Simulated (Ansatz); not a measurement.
Program: Ansatz. Geometries: PBE0-D4/def2-TZVP. ΔE: electronic, gas phase. CCSD(T)/CBS is the MP2 limit (def2-TZVPP, def2-QZVPP) plus CCSD(T) − MP2 in def2-TZVPP, frozen cores. This one scheme is used for every species. DFT in def2-TZVPP. HSE06 is defined as in plane-wave codes. One conformer a species, not always the lowest.

`CCC(C)C#N` + H₂ → `CC(C)C#N` + CH₄  (hydrogenolysis of a C–C bond)

`CCC(C)C#N`:

Cartesian coordinates in Å:
```
C 0.993 1.654 -0.458
C 0.174 0.753 0.446
C -0.014 -0.666 -0.103
C -0.768 -1.569 0.870
C -0.700 -0.627 -1.392
N -1.254 -0.587 -2.399
H 1.105 2.647 -0.019
H 0.517 1.771 -1.435
H 1.994 1.246 -0.621
H -0.814 1.190 0.625
H 0.656 0.658 1.424
H 0.977 -1.096 -0.294
H -0.885 -2.576 0.468
H -1.762 -1.167 1.077
H -0.219 -1.632 1.811
```

H₂:

Cartesian coordinates in Å:
```
H 0.111 0.083 -0.347
H -0.111 -0.083 0.347
```

`CC(C)C#N`:

Cartesian coordinates in Å:
```
C 0.315 0.803 -1.045
C 0.311 -0.332 -0.023
C -0.254 0.107 1.327
C -0.437 -1.477 -0.537
N -1.039 -2.368 -0.943
H 0.732 0.477 -1.999
H -0.700 1.164 -1.222
H 0.915 1.633 -0.669
H 1.340 -0.679 0.122
H -0.239 -0.709 2.049
H -1.285 0.449 1.218
H 0.342 0.932 1.722
```

CH₄:

Z-matrix (Å, degrees):
```
C
H 1 1.090
H 1 1.090 2 109.5
H 1 1.090 2 109.5 3 -120.0
H 1 1.090 2 109.5 3 120.0
```

| level | ΔE (kJ/mol) |
| --- | --- |
| LDA (SPW92) | -60.3 |
| revPBE-D4 | -59.8 |
| BLYP-D4 | -67.3 |
| r2SCAN-D4 | -67.5 |
| r2SCAN0-D4 | -68.7 |
| HSE06-D4 | -67.5 |
| CCSD(T)/def2-SVP | -66.0 |
| CCSD(T)/def2-TZVPP | -66.0 |

Problem. What does CCSD(T)/CBS give? (Estimate.)

Solution. Ansatz gave: -64.8 kJ/mol. The listed levels differ from it by 4.5, 5.0, -2.5, -2.7, -3.9, -2.7, -1.2, -1.2 kJ/mol.

Largest T1 diagnostic among the species: 0.011.

In def2-TZVPP, CCSD(T) changes the Hartree–Fock value by +20.5 kJ/mol (the triples alone add +3.9 kJ/mol) and MP2 by +24.3 kJ/mol. Leaving LDA and LC-ωPBE aside and taking each functional with its dispersion term where it has one, the values, not all of them listed here, spread over 13.6 kJ/mol, from B2PLYP to revPBE-D4. LDA lies +11.0 kJ/mol from PBE without D4.
